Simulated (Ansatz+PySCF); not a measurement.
Values are calculated unless marked as measured or tabulated.
## PySCF 2.14.0 run

```python
from pyscf import gto, scf, cc

mol = gto.M(atom="""
Li 0.000000 0.000000 0.000000
H 2.005760 0.000000 1.158030
H -2.005760 0.000000 1.158030
""", basis='6-31g', charge=0, spin=3)
mf = scf.UHF(mol)
mf.kernel()
mycc = cc.CCSD(mf, frozen=None).run()
et = mycc.ccsd_t()
print(mf.e_tot, mycc.e_corr, et, mycc.e_tot + et)
```

The script is written out from the run's settings.

Results

- Converged: yes
- Reference energy: -8.40042 hartree
- CCSD correlation energy: -0.00049 hartree
- Triples correction: 0.00000 hartree
- Total energy: -8.40090 hartree
- Spin squared of the determinant: 3.750
